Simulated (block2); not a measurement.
# SiNH4 (SMILES [NH][SiH3]): DMRG/STO-6G

What is the vertical doublet–quartet gap of SiNH4 at DMRG/STO-6G? 

The results are computed with block2 0.5.4.

4 further runs of the same task are left out: 2 that didn't finish, 2 set aside as unsound or not needed.

## Step 1: The molecule

The species is SiNH4 (6 atoms), meant as a doublet with charge 0. SMILES: `[NH][SiH3]`. Geometry: relaxed at PBE0-D4/def2-TZVP.

Bond lengths: N1–Si2 1.753 Å, N1–H3 1.023 Å, Si2–H4 1.491 Å, Si2–H5 1.491 Å, Si2–H6 1.481 Å. Angles: N1–Si2–H4 110.8°, N1–Si2–H5 109.1°, N1–Si2–H6 109.3°, Si2–N1–H3 111.9°, H4–Si2–H5 108.6°, H4–Si2–H6 109.5°, H5–Si2–H6 109.5°.

## Step 2: A single-point energy at DMRG/STO-6G

prepare.py reads:

```python
from pyscf import ao2mo, cc, dft, gto, mcscf, mp, scf
from pyscf.tools import fcidump

geom = """
N      1.11890684    -1.57829926     1.71870591
Si    -0.38493721     0.65686880    -0.20786987
H      1.74383927    -3.10047365     0.70430093
H     -2.47667506    -0.53346968    -1.67335248
H      1.49193878     1.72305228    -2.01992825
H     -1.41370411     2.71137904     1.39121637
"""
mol = gto.M(
    atom=geom,
    basis="sto-6g",
    unit="bohr",
    charge=0,
    spin=1,
    verbose=4,
)
print("nao                            = %d" % (mol.nao))
mf = scf.ROHF(mol)
mf.conv_tol = 1e-10
mf.max_cycle = 200
mf.kernel()
if not mf.converged:
    mf = mf.newton().run(mf.mo_coeff, mf.mo_occ)
print("E(SCF)                         = %.10f" % (mf.e_tot))
# MP2, CCSD and CCSD(T) with the same frozen core
ref = scf.UHF(mol).run(mf.make_rdm1(), conv_tol=1e-10)
pt = mp.MP2(ref, frozen=6).run()
mycc = cc.CCSD(ref, frozen=6)
mycc.max_cycle = 150
mycc.kernel()
print("MP2 total energy               = %.10f" % (pt.e_tot))
if mycc.converged:
    print("CCSD total energy              = %.10f" % (mycc.e_tot))
    print(f"E(CCSD(T))                     = {mycc.e_tot + mycc.ccsd_t():.10f}")
# a few density functionals on the same geometry and basis
ks = dft.UKS(mol, xc="revpbe").set(conv_tol=1e-9, verbose=3).run(mf.make_rdm1())
if ks.converged:
    print(f"E(revPBE)                      = {ks.e_tot:.8f}")
ks = dft.UKS(mol, xc="lda,vwn5").set(conv_tol=1e-9, verbose=3).run(mf.make_rdm1())
if ks.converged:
    print("E(SVWN5)                       = %.8f" % (ks.e_tot))
ks = dft.UKS(mol, xc="m06l").set(conv_tol=1e-9, verbose=3).run(mf.make_rdm1())
if ks.converged:
    print("E(M06-L)                       = %.8f" % (ks.e_tot))
ks = dft.UKS(mol, xc="pbe").set(conv_tol=1e-9, verbose=3).run(mf.make_rdm1())
if ks.converged:
    print(f"E(PBE)                         = {ks.e_tot:.8f}")
# rotate to MP2 natural orbitals
occ_no, mo = mcscf.addons.make_natural_orbitals(mp.MP2(mf.to_uhf(), frozen=6).run())
mf.mo_coeff = mo
# write the integrals of the correlated orbitals
cas = mcscf.CASCI(mf, 12, 13)
h1, ecore = cas.get_h1eff()
fcidump.from_integrals("FCIDUMP", h1, cas.get_h2eff(), 12, 13, nuc=ecore, ms=1)
# FCI check
ci = mcscf.CASCI(mf, 12, (7, 6))
ci.fix_spin_(ss=0.75)
ci.fcisolver.conv_tol = 1e-10
ci.fcisolver.max_cycle = 200
ci.kernel()
print("FCI energy                     = %.10f" % (ci.e_tot))
```

dmrg.conf reads:

```
sym c1
orbitals FCIDUMP
nelec 13
spin 1
irrep 1
occ 2 2 2 2 2 2 1 0 0 0 0 0
cbias 0.1
schedule
0 50 1E-09 1E-04
4 75 1E-09 1E-04
6 100 1E-09 1E-05
9 100 1E-10 0.0
end
maxiter 15
sweep_tol 1E-07
fiedler
mem 1g
num_thrds 1
prefix ./tmp
outputlevel 2
onepdm
```

Command:

```bash
$ python prepare.py && block2main dmrg.conf
```

Output:

```text
$ python prepare.py

[INPUT] verbose = 4
[INPUT] num. atoms = 6
[INPUT] num. electrons = 25
[INPUT] charge = 0
[INPUT] spin (= nelec alpha-beta = 2S) = 1
[INPUT] symmetry False subgroup None
[INPUT] Mole.unit = bohr
[INPUT] Symbol           X                Y                Z      unit          X                Y                Z       unit  Magmom
[INPUT]  1 N      0.592100000871  -0.835200000404   0.909499999846 AA    1.118906840000  -1.578299260000   1.718705910000 Bohr   0.0
[INPUT]  2 Si    -0.203699999167   0.347599999524  -0.109999998041 AA   -0.384937210000   0.656868800000  -0.207869870000 Bohr   0.0
[INPUT]  3 H      0.922800001191  -1.640699998638   0.372700001786 AA    1.743839270000  -3.100473650000   0.704300930000 Bohr   0.0
[INPUT]  4 H     -1.310600000606  -0.282299997373  -0.885499998252 AA   -2.476675060000  -0.533469680000  -1.673352480000 Bohr   0.0
[INPUT]  5 H      0.789500002464   0.911799999800  -1.068899997594 AA    1.491938780000   1.723052280000  -2.019928250000 Bohr   0.0
[INPUT]  6 H     -0.748099997996   1.434799998134   0.736199998463 AA   -1.413704110000   2.711379040000   1.391216370000 Bohr   0.0

nuclear repulsion = 56.6744251830423
number of shells = 12
number of NR pGTOs = 108
number of NR cGTOs = 18
basis = sto-6g
ecp = {}
CPU time:         0.50
nao                            = 18

******** <class 'pyscf.scf.rohf.ROHF'> ********
method = ROHF
initial guess = minao
damping factor = 0
level_shift factor = 0
DIIS = <class 'pyscf.scf.diis.CDIIS'>
diis_start_cycle = 1
diis_space = 8
diis_damp = 0
SCF conv_tol = 1e-10
SCF conv_tol_grad = None
SCF max_cycles = 200
direct_scf = True
direct_scf_tol = 1e-13
[... 184 lines left out ...]
converged SCF energy = -345.092253762439  <S^2> = 0.75212361  2S+1 = 2.0021225
[... 120 lines left out ...]
 <-- Site =   10-  11 .. Mmps =    3 Ndav =   1 E =   -344.5435210028 Error = 0.00e+00 FLOPS = 5.26e+08 Tdav = 0.00 T = 0.00
[... 24 lines left out ...]
 --> Site =    5-   6 .. Mmps =   50 Ndav =  11 E =   -344.5524476654 Error = 5.29e-05 FLOPS = 2.72e+09 Tdav = 0.17 T = 0.21
[... 24 lines left out ...]
 <-- Site =    0-   1 .. Mmps =   18 Ndav =   1 E =   -344.5517284805 Error = 5.58e-18 FLOPS = 5.29e+08 Tdav = 0.00 T = 0.01
[... 33 lines left out ...]
 <-- Site =    6-   7 .. Mmps =   75 Ndav =   7 E =   -344.5534099421 Error = 2.78e-05 FLOPS = 3.21e+09 Tdav = 0.24 T = 0.29
[... 24 lines left out ...]
 --> Site =    9-  10 .. Mmps =   90 Ndav =   1 E =   -344.5537047283 Error = 1.85e-14 FLOPS = 1.24e+09 Tdav = 0.00 T = 0.02
[... 33 lines left out ...]
 --> Site =    3-   4 .. Mmps =  100 Ndav =   5 E =   -344.5535617999 Error = 1.56e-07 FLOPS = 2.86e+09 Tdav = 0.08 T = 0.11
[... 24 lines left out ...]
 <-- Site =    2-   3 .. Mmps =   56 Ndav =   5 E =   -344.5535230266 Error = 2.79e-15 FLOPS = 2.08e+09 Tdav = 0.02 T = 0.04
[... 33 lines left out ...]
 <-- Site =    8-   9 .. Mmps =   35 Ndav =   1 E =   -344.5537470998 Error = 0.00e+00 FLOPS = 1.78e+09 Tdav = 0.00 T = 0.02
[... 24 lines left out ...]
 --> Site =    7-   8 .. Mmps =  100 Ndav =   6 E =   -344.5537542443 Error = 2.16e-06 FLOPS = 2.72e+09 Tdav = 0.11 T = 0.14
[... 17 lines left out ...]
 <-- Site =    5-   6 .. Mmps =  100 Ndav =   8 E =   -344.5538134315 Error = 4.73e-05 FLOPS = 3.71e+09 Tdav = 0.84 T = 0.92
 <-- Site =    4-   5 .. Mmps =  100 Ndav =   9 E =   -344.5537638480 Error = 7.32e-05 FLOPS = 3.64e+09 Tdav = 0.76 T = 0.81
 <-- Site =    3-   4 .. Mmps =  100 Ndav =   7 E =   -344.5535634662 Error = 1.46e-05 FLOPS = 2.86e+09 Tdav = 0.12 T = 0.15
 <-- Site =    2-   3 .. Mmps =   56 Ndav =   5 E =   -344.5535215599 Error = 2.16e-15 FLOPS = 2.06e+09 Tdav = 0.02 T = 0.04
 <-- Site =    1-   2 .. Mmps =   15 Ndav =   1 E =   -344.5535215599 Error = 2.77e-15 FLOPS = 9.24e+08 Tdav = 0.00 T = 0.01
 <-- Site =    0-   1 .. Mmps =    4 Ndav =   1 E =   -344.5535215599 Error = 7.87e-18 FLOPS = 1.01e+08 Tdav = 0.00 T = 0.00
[... 9 lines left out ...]
DMRG Energy = -344.553813431484798
[... 31 lines left out ...]
Expectation | Direction =  forward | BRA bond dimension =  100 | KET bond dimension =  100
 --> Site =    0-   1 .. Nterms =           23 Error =  0.000000000000/ 0.000000000000 FLOPS = 3.42e+07 Tmult = 0.00 T = 0.00
 --> Site =    1-   2 .. Nterms =           21 Error =  0.000000000000/ 0.000000000000 FLOPS = 5.90e+08 Tmult = 0.00 T = 0.00
 --> Site =    2-   3 .. Nterms =           19 Error =  0.000000000000/ 0.000000000000 FLOPS = 1.55e+09 Tmult = 0.00 T = 0.00
 --> Site =    3-   4 .. Nterms =           17 Error =  0.000000001909/ 0.000000000000 FLOPS = 2.50e+09 Tmult = 0.00 T = 0.01
 --> Site =    4-   5 .. Nterms =           15 Error =  0.000004716691/ 0.000000000000 FLOPS = 3.82e+09 Tmult = 0.00 T = 0.01
 --> Site =    5-   6 .. Nterms =           13 Error =  0.000006398258/ 0.000000000000 FLOPS = 3.70e+09 Tmult = 0.00 T = 0.01
 --> Site =    6-   7 .. Nterms =           11 Error =  0.000007547726/ 0.000000000000 FLOPS = 3.71e+09 Tmult = 0.00 T = 0.01
 --> Site =    7-   8 .. Nterms =            9 Error =  0.000001879229/ 0.000000000000 FLOPS = 2.71e+09 Tmult = 0.00 T = 0.01
 --> Site =    8-   9 .. Nterms =            7 Error =  0.000000000000/ 0.000000000000 FLOPS = 1.39e+09 Tmult = 0.00 T = 0.01
 --> Site =    9-  10 .. Nterms =            5 Error =  0.000000000000/ 0.000000000000 FLOPS = 7.04e+08 Tmult = 0.00 T = 0.00
 --> Site =   10-  11 .. Nterms =            4 Error =  0.000000000000/ 0.000000000000 FLOPS = 2.37e+08 Tmult = 0.00 T = 0.00
Time elapsed =      0.064
Time sweep =        0.064 | 31.7 MFLOP/SWP
 | Dmem = 374 KB (42%) | Imem = 18.3 KB (94%) | Hmem = 2.72 MB | Wmem = 159 KB | MaxBmem = 55.3 KB | MaxRmem = 58.0 KB
 | Tread = 0.002 | Twrite = 0.002 | Tfpread = 0.001 | Tfpwrite = 0.001 | data = 362 KB | cpsd = 253 KB | Tasync = 0.000
 | Trot = 0.003 | Tctr = 0.000 | Tint = 0.000 | Tmid = 0.000 | Tdctr = 0.000 | Tdiag = 0.002 | Tinfo = 0.003
 | Teff = 0.018 | Texpt = 0.011 | Tblk = 0.052 | Tmve = 0.011

NPDM Sorting | Nsites =    12 | Nmaxops =  2 | DotSite = 2 | SymbolFree = T | Compressed = T | LowMem = F | Mem = 1.12 KB
 Site =     0 ..  T = 0.000
 Site =     1 ..  T = 0.000
 Site =     2 ..  T = 0.000
 Site =     3 ..  T = 0.000
 Site =     4 ..  T = 0.000
 Site =     5 ..  T = 0.000
 Site =     6 ..  T = 0.000
 Site =     7 ..  T = 0.000
 Site =     8 ..  T = 0.000
 Site =     9 ..  T = 0.000
 Site =    10 ..  T = 0.000
Ttotal =      0.001

DMRG OCC =   1.995 1.983 1.976 1.968 1.969 1.969 1.001 0.037 0.027 0.026 0.026 0.024
```

It took 58 s on 1 thread of Arm Neoverse V1, shared host; peak memory 0.28 GiB.

## Step 3: The quartet: the energy at DMRG/STO-6G

integrals.py reads:

```python
from pyscf import ao2mo, cc, dft, gto, mcscf, mp, scf
from pyscf.tools import fcidump

geom = """
N      0.592100    -0.835200     0.909500
Si    -0.203700     0.347600    -0.110000
H      0.922800    -1.640700     0.372700
H     -1.310600    -0.282300    -0.885500
H      0.789500     0.911800    -1.068900
H     -0.748100     1.434800     0.736200
"""
mol = gto.M(
    atom=geom,
    basis="sto-6g",
    charge=0,
    spin=3,
    verbose=3,
    max_memory=2000,
)
print("basis functions          = %d" % (mol.nao))
mf = scf.ROHF(mol)
mf.conv_tol = 1e-10
mf.max_cycle = 200
mf.kernel()
if not mf.converged:
    mf = mf.newton().run(mf.mo_coeff, mf.mo_occ)
print("SCF energy               = %.10f" % (mf.e_tot))
# MP2, CCSD and CCSD(T) with the same frozen core
ref = scf.UHF(mol).run(mf.make_rdm1(), conv_tol=1e-10)
pt = mp.MP2(ref, frozen=6).run()
mycc = cc.CCSD(ref, frozen=6)
mycc.max_cycle = 150
mycc.kernel()
print("E(MP2)                   = %.10f" % (pt.e_tot))
if mycc.converged:
    print(f"E(CCSD)                  = {mycc.e_tot:.10f}")
    print(f"CCSD(T) total energy     = {mycc.e_tot + mycc.ccsd_t():.10f}")
# a few density functionals on the same geometry and basis
ks = dft.UKS(mol, xc="revpbe").set(conv_tol=1e-9, verbose=3).run(mf.make_rdm1())
if ks.converged:
    print("E(revPBE)                = %.8f" % (ks.e_tot))
ks = dft.UKS(mol, xc="lda,vwn5").set(conv_tol=1e-9, verbose=3).run(mf.make_rdm1())
if ks.converged:
    print("E(SVWN5)                 = %.8f" % (ks.e_tot))
ks = dft.UKS(mol, xc="m06l").set(conv_tol=1e-9, verbose=3).run(mf.make_rdm1())
if ks.converged:
    print(f"E(M06-L)                 = {ks.e_tot:.8f}")
ks = dft.UKS(mol, xc="pbe").set(conv_tol=1e-9, verbose=3).run(mf.make_rdm1())
if ks.converged:
    print("E(PBE)                   = %.8f" % (ks.e_tot))
# natural orbitals of MP2 give a compact matrix product state
occ_no, mo = mcscf.addons.make_natural_orbitals(mp.MP2(mf.to_uhf(), frozen=6).run())
mf.mo_coeff = mo
# write the integrals of the correlated orbitals
cas = mcscf.CASCI(mf, 12, 13)
h1, ecore = cas.get_h1eff()
fcidump.from_integrals("FCIDUMP", h1, cas.get_h2eff(), 12, 13, nuc=ecore, ms=3)
# exact diagonalisation in the same space
ci = mcscf.CASCI(mf, 12, (8, 5))
ci.fix_spin_(ss=3.75)
ci.fcisolver.conv_tol = 1e-10
ci.fcisolver.max_cycle = 200
ci.kernel()
print(f"FCI energy               = {ci.e_tot:.10f}")
```

block.conf reads:

```
sym c1
orbitals FCIDUMP
nelec 13
spin 3
irrep 1
occ 2 2 2 2 2 1 1 1 0 0 0 0
cbias 0.1
schedule
0 75 1E-09 1E-04
2 100 1E-09 1E-05
4 100 1E-10 0.0
end
maxiter 10
sweep_tol 1E-06
gaopt default
mem 1g
num_thrds 1
prefix ./tmp
outputlevel 1
```

Command:

```bash
$ python integrals.py && block2main block.conf
```

Output:

```text
$ python integrals.py
basis functions          = 18
converged SCF energy = -344.106393801703
SCF energy               = -344.1063938017
converged SCF energy = -344.109178386206  <S^2> = 3.757498  2S+1 = 4.0037473
E(UMP2) = -344.164283898117  E_corr = -0.055105511911254
E(SCS-UMP2) = -344.173099749596  E_corr = -0.0639213633902471
E(UCCSD) = -344.1952772867334  E_corr = -0.08609890052736992
E(MP2)                   = -344.1642838981
E(CCSD)                  = -344.1952772867
UCCSD(T) correction = -0.000807778280843625
CCSD(T) total energy     = -344.1960850650

WARN: HOMO 0.210945736661764 >= LUMO -0.141368805774175

WARN: HOMO 0.236780003651941 >= LUMO -0.0710920905207917

WARN: HOMO 0.219567080146957 >= LUMO -0.127912109908823

WARN: HOMO 0.228132087214326 >= LUMO -0.126642619066169

WARN: HOMO 0.226273455191179 >= LUMO -0.125983186564125

WARN: HOMO 0.225685308720402 >= LUMO -0.12550017339474

WARN: HOMO 0.225325232649553 >= LUMO -0.12563986767888

WARN: HOMO 0.225306279975803 >= LUMO -0.12561994912179

WARN: HOMO 0.225289870470029 >= LUMO -0.125613097082854

WARN: HOMO 0.225291319304783 >= LUMO -0.125613839252426

WARN: HOMO 0.225292926687019 >= LUMO -0.125612364196725

WARN: HOMO 0.225291525526842 >= LUMO -0.125614253940127

converged SCF energy = -344.908187954253  <S^2> = 3.7510274  2S+1 = 4.0005137
E(revPBE)                = -344.90818795

WARN: HOMO 0.215914742550552 >= LUMO -0.154544354190177

WARN: HOMO 0.225127813035899 >= LUMO 0.00331906915934954

WARN: HOMO 0.239184676294195 >= LUMO -0.119624751775803

WARN: HOMO 0.245066231876819 >= LUMO -0.128839994346385

WARN: HOMO 0.24337536950967 >= LUMO -0.127312670646725

WARN: HOMO 0.242373742201065 >= LUMO -0.127596835589725

WARN: HOMO 0.241749106629846 >= LUMO -0.12762909568967

WARN: HOMO 0.241836700446481 >= LUMO -0.12761117041405

WARN: HOMO 0.241819871820969 >= LUMO -0.127626508540877

WARN: HOMO 0.241806378052579 >= LUMO -0.12763434484488

WARN: HOMO 0.241809568571335 >= LUMO -0.127631816726286
[... 3 lines left out ...]
converged SCF energy = -343.261517477804  <S^2> = 3.7517699  2S+1 = 4.0008848
[... 4 lines left out ...]
WARN: HOMO 0.235872331380439 >= LUMO -0.0847421861095837
[... 3 lines left out ...]
WARN: HOMO 0.224106863372338 >= LUMO -0.107065724920299
[... 3 lines left out ...]
WARN: HOMO 0.224047384156024 >= LUMO -0.107611714694534
[... 3 lines left out ...]
WARN: HOMO 0.223987704733289 >= LUMO -0.107698412165749
[... 3 lines left out ...]
WARN: HOMO 0.223988063046759 >= LUMO -0.10769647582505
[... 4 lines left out ...]
WARN: HOMO 0.210468714797374 >= LUMO -0.145153297700236
[... 3 lines left out ...]
WARN: HOMO 0.221867554784509 >= LUMO -0.128239633255118
[... 3 lines left out ...]
WARN: HOMO 0.228441933719051 >= LUMO -0.126824204199528
[... 3 lines left out ...]
WARN: HOMO 0.227375256821935 >= LUMO -0.126462317592362
[... 3 lines left out ...]
WARN: HOMO 0.227334367692226 >= LUMO -0.126433499971604
[... 3 lines left out ...]
WARN: HOMO 0.227339090633287 >= LUMO -0.126430906499701
[... 3 lines left out ...]
converged SCF energy = -344.742595880037  <S^2> = 3.7510046  2S+1 = 4.0005023
[... 39 lines left out ...]
integral sym error =            0
[... 1 line left out ...]
MPS =  CCRRRRRRRRRR 0 2 < N=13 S=3/2 PG=0 >
GS INIT MPS BOND DIMS =       1     3    10    35    80    85    85    90    90    64    16     4     1
pre-mpo memory usage =  155 MB
build mpo start ...
build mpo finished ... Tread = 0.000 Twrite = 0.000 T = 0.010
simpl mpo start ...
simpl mpo finished ... Tread = 0.000 Twrite = 0.000 T = 0.030
GS MPO BOND DIMS =      17    24    35    50    69    92    69    50    35    24    17     1
build 1pdm mpo 1.5338697098195553
build identity mpo 1.5349464658647776
memory usage =  166 MB
para mpo finished 1.5355468029156327
env init finished 1.6931304358877242

Sweep =    0 | Direction =  forward | Bond dimension =   75 | Noise =  1.00e-04 | Dav threshold =  1.00e-09
Time elapsed =      4.123 | E =    -344.1821824279 | DW = 1.84022e-05

Sweep =    1 | Direction = backward | Bond dimension =   75 | Noise =  1.00e-04 | Dav threshold =  1.00e-09
Time elapsed =      7.029 | E =    -344.1949487225 | DE = -1.28e-02 | DW = 1.78386e-04

Sweep =    2 | Direction =  forward | Bond dimension =  100 | Noise =  1.00e-05 | Dav threshold =  1.00e-09
Time elapsed =     10.421 | E =    -344.1961044228 | DE = -1.16e-03 | DW = 4.03858e-05

Sweep =    3 | Direction = backward | Bond dimension =  100 | Noise =  1.00e-05 | Dav threshold =  1.00e-09
Time elapsed =     14.536 | E =    -344.1962125089 | DE = -1.08e-04 | DW = 1.42274e-04

Sweep =    4 | Direction =  forward | Bond dimension =  100 | Noise =  0.00e+00 | Dav threshold =  1.00e-10
Time elapsed =     19.048 | E =    -344.1962383013 | DE = -2.58e-05 | DW = 5.94690e-05

Sweep =    5 | Direction = backward | Bond dimension =  100 | Noise =  0.00e+00 | Dav threshold =  1.00e-10
Time elapsed =     23.500 | E =    -344.1962407807 | DE = -2.48e-06 | DW = 1.43923e-04

Sweep =    6 | Direction =  forward | Bond dimension =  100 | Noise =  0.00e+00 | Dav threshold =  1.00e-10
Time elapsed =     28.060 | E =    -344.1962420967 | DE = -1.32e-06 | DW = 6.07105e-05

Sweep =    7 | Direction = backward | Bond dimension =  100 | Noise =  0.00e+00 | Dav threshold =  1.00e-10
Time elapsed =     32.506 | E =    -344.1962421056 | DE = -8.90e-09 | DW = 1.44254e-04

Final canonical form =  CRRRRRRRRRRR 0
DMRG Energy = -344.196242105551278
```

Wall time 59 s (1 thread of Arm Neoverse V1, shared host); peak memory 0.21 GiB.

## Step 4: Outcome

At DMRG/STO-6G, 6 core orbitals frozen:

```
                                        quantity          value
                run 1, DMRG/STO-6G: total energy  -344.55381 Eh
                           quartet: total energy  -344.19624 Eh
vertical energy of the quartet above the doublet       9.730 eV
```

At this shape the quartet lies 9.73 eV (939 kJ/mol) above the doublet. In a minimal basis such a difference can be off by several eV, whatever the method.
